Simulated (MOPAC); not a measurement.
MOPAC input (PM6):

```
PM6 1SCF CHARGE=1 GEO-OK AUX(PRECISION=9) THREADS=1
C3H10N

N    -0.00063421 1    0.00096609 1    0.34015201 1
C    -0.00079430 1    1.43277720 1   -0.10735190 1
C     1.24176433 1   -0.71596738 1   -0.09893236 1
C    -1.24039234 1   -0.71768981 1   -0.10355541 1
H     0.00121791 1    1.45064790 1   -1.19438303 1
H     0.89006992 1    1.92223033 1    0.27736210 1
H    -0.89376383 1    1.92099248 1    0.27403969 1
H     1.26194830 1   -0.72952092 1   -1.18584036 1
H     1.21818719 1   -1.73118392 1    0.28835021 1
H     2.10904024 1   -0.18572320 1    0.28562181 1
H    -1.25650860 1   -0.73126855 1   -1.19053101 1
H    -2.10982976 1   -0.18865079 1    0.27776411 1
H    -1.21684906 1   -1.73287366 1    0.28381492 1
H    -0.00253901 1    0.00386768 1    1.36177551 1
```

Output:

```
 *******************************************************************************
 **                                                                           **
 **                              MOPAC v23.2.5                                **
 **                                                                           **
 *******************************************************************************
 ** MOPAC's Digital Object Identifier: https://doi.org/10.5281/zenodo.6511958 **
 **                                                                           **
 ** Please cite the open-source release paper for use of this MOPAC version:  **
 ** J. E. Moussa and J. J. P. Stewart (2026)                                  **
 ** MOPAC: An open-source semiempirical molecular orbital program             **
 ** J. Open Source Softw., 11(119), 8025, https://doi.org/10.21105/joss.08025 **
 *******************************************************************************

                              PM6 CALCULATION RESULTS

 *******************************************************************************
 *  PM6        - The PM6 Hamiltonian to be used
 *  GEO-OK     - OVERRIDE INTERATOMIC DISTANCE AND OTHER SAFETY CHECKS
 *
 *
 *
 *                 CHARGE ON SYSTEM = +1
 *
 *
 *
 *  1SCF       - DO 1 SCF AND THEN STOP
 *  AUX        - OUTPUT AUXILIARY INFORMATION
 *******************************************************************************
PM6 1SCF CHARGE=1 GEO-OK AUX(PRECISION=9) THREADS=1
 C3H10N

   ATOM   CHEMICAL          X               Y               Z
  NUMBER   SYMBOL      (ANGSTROMS)     (ANGSTROMS)     (ANGSTROMS)

     1       N         -0.00063421  *   0.00096609  *   0.34015201  *
     2       C         -0.00079430  *   1.43277720  *  -0.10735190  *
     3       C          1.24176433  *  -0.71596738  *  -0.09893236  *
     4       C         -1.24039234  *  -0.71768981  *  -0.10355541  *
     5       H          0.00121791  *   1.45064790  *  -1.19438303  *
     6       H          0.89006992  *   1.92223033  *   0.27736210  *
     7       H         -0.89376383  *   1.92099248  *   0.27403969  *
     8       H          1.26194830  *  -0.72952092  *  -1.18584036  *
     9       H          1.21818719  *  -1.73118392  *   0.28835021  *
    10       H          2.10904024  *  -0.18572320  *   0.28562181  *
    11       H         -1.25650860  *  -0.73126855  *  -1.19053101  *
    12       H         -2.10982976  *  -0.18865079  *   0.27776411  *
    13       H         -1.21684906  *  -1.73287366  *   0.28381492  *
    14       H         -0.00253901  *   0.00386768  *   1.36177551  *

          CARTESIAN COORDINATES

    NO.       ATOM           X           Y           Z

     1         N         -0.0006      0.0010      0.3402
     2         C         -0.0008      1.4328     -0.1074
     3         C          1.2418     -0.7160     -0.0989
     4         C         -1.2404     -0.7177     -0.1036
     5         H          0.0012      1.4506     -1.1944
     6         H          0.8901      1.9222      0.2774
     7         H         -0.8938      1.9210      0.2740
     8         H          1.2619     -0.7295     -1.1858
     9         H          1.2182     -1.7312      0.2884
    10         H          2.1090     -0.1857      0.2856
    11         H         -1.2565     -0.7313     -1.1905
    12         H         -2.1098     -0.1887      0.2778
    13         H         -1.2168     -1.7329      0.2838
    14         H         -0.0025      0.0039      1.3618

 General Reference for PM6:
 "Optimization of Parameters for Semiempirical Methods V: Modification of NDDO Approximations
 and Application to 70 Elements", J. J. P. Stewart, J. Mol. Mod., 13, 1173-1213 (2007)
 URL: https://link.springer.com/article/10.1007/s00894-007-0233-4

           Empirical Formula: C3 H10 N  =    14 atoms

      MOLECULAR POINT GROUP   :   C3v

      RHF CALCULATION, NO. OF DOUBLY OCCUPIED LEVELS = 13

 -------------------------------------------------------------------------------
 PM6 1SCF CHARGE=1 GEO-OK AUX(PRECISION=9) THREADS=1
 C3H10N

     1SCF WAS SPECIFIED, SO BFGS WAS NOT USED
     SCF FIELD WAS ACHIEVED

                              PM6 CALCULATION
                                                       MOPAC v23.2.5 Linux

          FINAL HEAT OF FORMATION =        140.51514 KCAL/MOL =     587.91533 KJ/MOL

          COSMO AREA              =        114.57 SQUARE ANGSTROMS
          COSMO VOLUME            =        102.04 CUBIC ANGSTROMS

          IONIZATION POTENTIAL    =         18.666203 EV
          HOMO LUMO ENERGIES (EV) =        -18.666 -4.557
          NO. OF FILLED LEVELS    =         13
          MOLECULAR WEIGHT        =         60.1187         POINT GROUP:  C3v

          MOLECULAR DIMENSIONS (Angstroms)

            Atom       Atom       Distance
            H    13    H     6     4.21888
            H     7    H    10     3.65366
            H    14    H     8     2.55204

          SCF CALCULATIONS        =          1

   ATOM   CHEMICAL          X               Y               Z
  NUMBER   SYMBOL      (ANGSTROMS)     (ANGSTROMS)     (ANGSTROMS)

     1       N         -0.00063421  *   0.00096609  *   0.34015201  *
     2       C         -0.00079430  *   1.43277720  *  -0.10735190  *
     3       C          1.24176433  *  -0.71596738  *  -0.09893236  *
     4       C         -1.24039234  *  -0.71768981  *  -0.10355541  *
     5       H          0.00121791  *   1.45064790  *  -1.19438303  *
     6       H          0.89006992  *   1.92223033  *   0.27736210  *
     7       H         -0.89376383  *   1.92099248  *   0.27403969  *
     8       H          1.26194830  *  -0.72952092  *  -1.18584036  *
     9       H          1.21818719  *  -1.73118392  *   0.28835021  *
    10       H          2.10904024  *  -0.18572320  *   0.28562181  *
    11       H         -1.25650860  *  -0.73126855  *  -1.19053101  *
    12       H         -2.10982976  *  -0.18865079  *   0.27776411  *
    13       H         -1.21684906  *  -1.73287366  *   0.28381492  *
    14       H         -0.00253901  *   0.00386768  *   1.36177551  *

                             CARTESIAN COORDINATES

   1    N       -0.000634210     0.000966090     0.340152010
   2    C       -0.000794300     1.432777200    -0.107351900
   3    C        1.241764330    -0.715967380    -0.098932360
   4    C       -1.240392340    -0.717689810    -0.103555410
   5    H        0.001217910     1.450647900    -1.194383030
   6    H        0.890069920     1.922230330     0.277362100
   7    H       -0.893763830     1.920992480     0.274039690
   8    H        1.261948300    -0.729520920    -1.185840360
   9    H        1.218187190    -1.731183920     0.288350210
  10    H        2.109040240    -0.185723200     0.285621810
  11    H       -1.256508600    -0.731268550    -1.190531010
  12    H       -2.109829760    -0.188650790     0.277764110
  13    H       -1.216849060    -1.732873660     0.283814920
  14    H       -0.002539010     0.003867680     1.361775510

           Empirical Formula: C3 H10 N  =    14 atoms

      MOLECULAR POINT GROUP   :   C3v

                  EIGENVALUES
 -39.42880 -31.12548 -31.12548 -28.49579 -24.36405 -22.27046 -22.27046 -19.57047
 -19.57047 -18.89141 -18.87269 -18.87269 -18.66620  -4.55743  -2.38113  -2.38113
  -1.00646   0.06510   0.06510   0.11176   0.11176   0.13986   0.21826   0.72478
   0.93161   0.93161

              NET ATOMIC CHARGES AND DIPOLE CONTRIBUTIONS

  ATOM NO.   TYPE          CHARGE      No. of ELECS.   s-Pop       p-Pop
    1          N           0.186913        4.8131     1.39668     3.41641
    2          C          -0.431788        4.4318     1.11159     3.32020
    3          C          -0.431788        4.4318     1.11159     3.32020
    4          C          -0.431788        4.4318     1.11159     3.32020
    5          H           0.208768        0.7912     0.79123
    6          H           0.207387        0.7926     0.79261
    7          H           0.207387        0.7926     0.79261
    8          H           0.208768        0.7912     0.79123
    9          H           0.207387        0.7926     0.79261
   10          H           0.207387        0.7926     0.79261
   11          H           0.208768        0.7912     0.79123
   12          H           0.207387        0.7926     0.79261
   13          H           0.207387        0.7926     0.79261
   14          H           0.237827        0.7622     0.76217
 DIPOLE           X         Y         Z       TOTAL
 POINT-CHG.    -0.001     0.002     0.562     0.562
 HYBRID        -0.001     0.001     0.307     0.307
 SUM           -0.002     0.002     0.869     0.869

          ATOMIC ORBITAL ELECTRON POPULATIONS

     Atom    s        px        py        pz
    1  N   1.39668   1.11219   1.11219   1.19203
    2  C   1.11159   1.23089   0.88091   1.20841
    3  C   1.11159   0.96744   1.14318   1.20958
    4  C   1.11159   0.96851   1.14276   1.20894
    5  H   0.79123
    6  H   0.79261
    7  H   0.79261
    8  H   0.79123
    9  H   0.79261
   10  H   0.79261
   11  H   0.79123
   12  H   0.79261
   13  H   0.79261
   14  H   0.76217

 **********************
 *                    *
 * JOB ENDED NORMALLY *
 *                    *
 **********************

 == MOPAC DONE ==
```

The dipole moment of an ion depends on the origin.
